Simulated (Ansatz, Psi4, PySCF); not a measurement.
Reaction (SMILES): [O]Cl → Cl[O] as triplet, charge +1 + e-

Wanted: adiabatic ionisation energy (0 K, with zero-point energies), in eV. Set-up: frozen cores in correlated levels; no spin-orbit coupling; 6-311+G** with 5d, 6d on Na to Ar in Ansatz (an electronic-structure program); LANL2DZ with its own core potentials from Na on; non-relativistic; UHF or UKS for open shells; 6-31G* and kin with 6d, 5d where marked. CBS marks a two-point X^-3 extrapolation of the correlation energy; Hartree-Fock from the larger set (for Q and 5 zeta extrapolated as (X+1)exp(-9√X)). First-principles rows: single points at B3LYP-D3(BJ) geometries (Ansatz), with unscaled harmonic terms from B3LYP/6-31G* at its own minima.

Measured values: CCCBDB table in ASE; they hold spin-orbit and core effects. 

Value to compare with, the measured value: 10.89 eV.

| level | program | adiabatic ionisation energy (0 K, with zero-point energies) (eV) | error |
|---|---|---|---|
| HF/STO-3G | Ansatz | 10.03 | -0.86 |
| HF/3-21G | Ansatz | 11.35 | 0.46 |
| HF/LANL2DZ | Ansatz | 11.59 | 0.70 |
| HF/6-31G* | Ansatz | 10.48 | -0.41 |
| HF/6-311+G** | Ansatz | 10.54 | -0.35 |
| PBE/STO-3G | Ansatz | 9.80 | -1.09 |
| PBE/3-21G | Ansatz | 10.98 | 0.09 |
| B3LYP/3-21G | Ansatz | 11.33 | 0.44 |
| B3LYP/LANL2DZ | Ansatz | 11.84 | 0.95 |
| B3LYP/6-31G* | Ansatz | 10.85 | -0.04 |
| B3LYP/6-311+G** | Ansatz | 11.05 | 0.16 |
| M06-2X/6-311+G** | PySCF | 11.07 | 0.18 |
| wB97X-D/6-311+G** | Psi4 | 10.99 | 0.10 |
| MP2/6-31G* | Ansatz | 10.35 | -0.54 |
| B3LYP-D3(BJ)/def2-TZVPD | Ansatz + dftd3 | 10.90 | 0.01 |
| PBE0/def2-TZVPD | Ansatz | 10.79 | -0.10 |
| B2PLYP-D3(BJ)/def2-TZVPD | Ansatz + dftd3 | 10.71 | -0.18 |
| CCSD(T)/CBS(cc-pV(Q+d)Z,cc-pV(5+d)Z) | Ansatz | 10.88 | -0.01 |

Among the 14 habitual levels, PBE/STO-3G lies farthest from the measured value (-1.09 eV); 8 of 14 lie above it, and their mean absolute error is 0.46 eV, the median 0.42. One case shows no general order.

The levels are drawn from those run, B3LYP/6-31G* more often than the rest, none by its result; runs whose electronic state is in doubt are left out.
